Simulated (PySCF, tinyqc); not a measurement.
Ways to converge the cycle: SCF convergence aids in the sto-6g basis, for H2O, spin multiplicity 1. Computed by the program tinyqc with PySCF. 

Geometry (angstrom):

| atom | x | y | z |
|---|---|---|---|
| O | 0.0000 | 0.0000 | 0.0000 |
| H | 0.0000 | 0.9620 | 0.8800 |
| H | 0.0000 | -0.9620 | 0.8800 |

lowest restricted solution found by these runs and by PySCF = -75.552737 hartree

RHF with one setting changed at a time; a run stops when the energy changes by less than 1e-09 hartree and the error matrix is below 1e-5. The start is the core Hamiltonian. Damping d keeps d of the old density; a shift (hartree) raises the virtual levels; DIIS n extrapolates F over n matrices.

Largest element of the error matrix X^T (FDS - SDF) X:

| iteration | plain | damping 0.3 | damping 0.6 | shift 0.4 | DIIS 3 | DIIS 8 |
|---|---|---|---|---|---|---|
| 1 | 3.8e-01 | 3.8e-01 | 3.8e-01 | 3.8e-01 | 3.8e-01 | 3.8e-01 |
| 2 | 4.8e-01 | 1.3e-01 | 2.1e-01 | 9.1e-02 | 4.8e-01 | 4.8e-01 |
| 3 | 2.6e-01 | 7.8e-02 | 1.4e-01 | 2.8e-02 | 9.3e-02 | 9.3e-02 |
| 4 | 1.1e-01 | 4.2e-02 | 9.8e-02 | 1.2e-02 | 6.7e-03 | 6.7e-03 |
| 5 | 5.1e-02 | 2.3e-02 | 6.8e-02 | 5.0e-03 | 5.1e-03 | 4.1e-03 |
| 6 | 2.0e-02 | 1.3e-02 | 4.8e-02 | 2.2e-03 | 1.5e-04 | 2.3e-04 |
| 8 | 3.8e-03 | 3.9e-03 | 2.3e-02 | 5.5e-04 | 2.0e-06 | 3.3e-07 |
| 10 | 8.1e-04 | 1.5e-03 | 1.3e-02 | 2.3e-04 | - | - |
| 14 | 5.0e-05 | 3.7e-04 | 4.2e-03 | 6.2e-05 | - | - |
| 20 | - | 4.5e-05 | 8.5e-04 | 8.3e-06 | - | - |
| 30 | - | - | 1.3e-04 | - | - | - |
| 45 | - | - | 8.2e-06 | - | - | - |

How each run ends:

| run | iterations | E (hartree) | state |
|---|---|---|---|
| plain | 17 | -75.552737 | lowest found |
| damping 0.3 | 25 | -75.552737 | lowest found |
| damping 0.6 | 45 | -75.552737 | lowest found |
| shift 0.4 | 20 | -75.552737 | lowest found |
| DIIS 3 | 8 | -75.552737 | lowest found |
| DIIS 8 | 9 | -75.552737 | lowest found |

6 of 6 runs reach the lowest restricted solution found, in 8 to 45 iterations (fastest: DIIS 3). Plain steps already contract here, so damping only slows them. DIIS 3 and DIIS 8 gain by cancelling the error over several earlier matrices, much as a quasi-Newton step does. The restricted reference is unstable here: a spin-polarised solution lies 0.0032 hartree lower (PySCF), so results built on it describe a poor reference.
